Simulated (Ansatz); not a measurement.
**Li2PbGeS4 (I-42m, No. 121; cell taken from a computed entry)**

Level of theory: LDA (Ansatz, a quantum-chemistry and plane-wave program, PAW).

Run with plane-wave cutoff 520 eV, 8×8×8 k mesh, Fermi–Dirac smearing 0.01 eV, scalar-relativistic PAW data made under PBE.

Cell: relaxed with PBEsol: a = 6.497 Å, b = 6.497 Å, c = 7.678 Å, α = 90.00°, β = 90.00°, γ = 90.00°.

```json
{
  "band_gap": "2.13 eV",
  "smallest_direct_gap_on_the_k_points_sampled": "2.25 eV",
  "Γ–Γ gap": "4.20 eV"
}
```

Note: cell and atoms aren't relaxed at this level (largest force component 0.05 eV/Å, pressure -1.9 GPa).

Spin–orbit coupling is not included; with these elements it can move the gap by several tenths of an eV or more.

Computed values are for the static lattice.

It cost very roughly 80 core-seconds of CPU time.
